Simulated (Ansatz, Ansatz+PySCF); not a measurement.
```xyz
6

C     0.0000    0.0000   -0.7812
C     0.0000    0.0000    0.7812
H     0.0000   -1.0071   -1.4068
H     0.0000    1.0071   -1.4068
H    -1.0071    0.0000    1.4068
H     1.0071    0.0000    1.4068
```

UHF on triplet C₂H₄ was run in several spherical basis sets with Ansatz (development build ahead of 0.2.0). Caution: another spin multiplicity may lie lower.

**Question.** Rank the basis sets by the total energy that they give, lowest first, with the distance from the lowest.
A. def2-TZVP
B. cc-pVTZ
C. 6-31G(d)
D. def2-SVP
E. cc-pVDZ

**Answer.** A (0.00 eV), B (0.03 eV), E (0.53 eV), C (0.87 eV), D (2.21 eV).

Totals follow the description of the cores as much as that of the bonds, so this order isn't one of quality for chemistry.
